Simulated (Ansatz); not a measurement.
Ansatz (an electronic-structure program) input:

Ansatz 0.2 input:
```yaml
crystal:
  periodic: [false, false, false]
  atoms:
    - {symbol: C, position_ang: [-0.18304254, 0.00476490, 0.95552267]}
    - {symbol: Cl, position_ang: [0.02009756, 1.53307264, -0.21289176]}
    - {symbol: Cl, position_ang: [-0.00577673, -1.53459387, -0.20255081]}
    - {symbol: H, position_ang: [0.85480124, -0.00272854, 1.32938764]}
basis:
  gaussian:
    orbitals: def2-TZVP
hamiltonian:
  xc: b3lyp
  dispersion: d3bj
total_charge: -1
phonons: {temperatures: {t_min: 298.15, t_max: 298.15, t_step: 100}}
```

Problem. Predict the final energy.

Solution. -959.16655 Eh (B3LYP-D3(BJ)/def2-TZVP). The basis has 111 functions. The run takes very roughly 28 core-seconds.

It need not be the lowest isomer of its formula. Whether it binds its extra electron was not tested at this geometry.
